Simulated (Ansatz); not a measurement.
# H₂OSSi: taking an electron away

An exercise on one series of results from a longer session: the logs are not shown, and one member is left open.

Method: unrestricted cation, the program's frozen cores in correlated methods; program: Ansatz 0.2.0, Gaussian basis.

Plan: UKS PBE-D4/def2-TZVPP; UKS r2SCAN-D4/def2-TZVPP; UKS PBE0-D4/def2-TZVPP; UKS B3LYP-D4/def2-TZVPP; UKS wB97X-V/def2-TZVPP; UKS wB97M-V/def2-TZVPP; UKS B2PLYP/def2-TZVPP; UHF-CCSD(T)/def2-TZVPP; UHF-MP2/def2-QZVPP; extrapolation to the limit; then −ε(HOMO) from the neutral's earlier runs with LDA (SPW92), PBE-D4, revPBE-D4, BLYP-D4, r2SCAN-D4, B97M-V, PBE0-D4, B3LYP-D4, r2SCANh-D4, r2SCAN0-D4, HSE06-D4, BHLYP-D4, CAM-B3LYP-D4, LC-ωPBE, ωB97X-V, ωB97M-V.

### Structure used throughout

All runs share one geometry, relaxed beforehand with PBE0-D4 in a triple-zeta def2 set.

SMILES `O[Si]S`, 5 atoms, charge 0, spin multiplicity 1.

Atoms are counted from 1 here; the program's logs count them from 0.

Bond lengths: O1–Si2 1.646 Å, O1–H4 0.960 Å, Si2–S3 2.176 Å, S3–H5 1.346 Å. Angles: Si2–O1–H4 123.1°, O1–Si2–S3 104.3°, Si2–S3–H5 99.8°.

Set-up of the first run:

File in.yaml:

```yaml
crystal:
  periodic: [false, false, false]
  atoms:
    - {symbol: O, position_ang: [-1.194674, -0.658885, -0.325801]}
    - {symbol: Si, position_ang: [-0.956756, 0.951270, -0.079475]}
    - {symbol: S, position_ang: [1.167691, 1.118579, 0.360323]}
    - {symbol: H, position_ang: [-0.489410, -1.308057, -0.267172]}
    - {symbol: H, position_ang: [1.523049, -0.176508, 0.270725]}
basis:
  gaussian: {orbitals: def2-TZVPP}
total_charge: 1
magnetization: {spin_polarized: true, initial_magnetization: 1}
hamiltonian: {xc: pbe, dispersion: d4}
```

Steps of the session up to this table: Cation, UKS PBE-D4/def2-TZVPP; Cation, UKS r2SCAN-D4/def2-TZVPP; Cation, UKS PBE0-D4/def2-TZVPP; Cation, UKS B3LYP-D4/def2-TZVPP; Cation, UKS wB97X-V/def2-TZVPP; Cation, UKS wB97M-V/def2-TZVPP; Cation, UKS B2PLYP (frozen core)/def2-TZVPP; Cation, UHF-CCSD(T)/def2-TZVPP; Cation, UHF-MP2/def2-QZVPP.

One of the session's tables, all rows but one given; the rest of the session is left out.

It belongs to the step «Ionisation energies side by side». For comparison, −ε(HOMO) of the neutral from earlier runs:

```
  functional  −ε(HOMO) (eV)
 LDA (SPW92)           6.13
      PBE-D4           6.03
   revPBE-D4           5.99
     BLYP-D4           5.89
   r2SCAN-D4           6.23
      B97M-V           6.29
     PBE0-D4           7.09
    B3LYP-D4              ?
  r2SCANh-D4           6.62
  r2SCAN0-D4           7.21
    HSE06-D4           6.69
    BHLYP-D4           8.04
CAM-B3LYP-D4           8.36
     LC-ωPBE           9.64
     ωB97X-V           9.32
     ωB97M-V           9.15
```

Estimate the missing values for B3LYP-D4.

Worked estimate for «−ε(HOMO) (eV)». Against the share of exact exchange, BLYP-D4 (0, 5.89), BHLYP-D4 (0.5, 8.04) give a slope of 4.30 per unit share; at 0.2 the line stands at 6.75.

**Answer.** −ε(HOMO) (eV): 6.90. In «−ε(HOMO) (eV)» the line misses by -0.15.
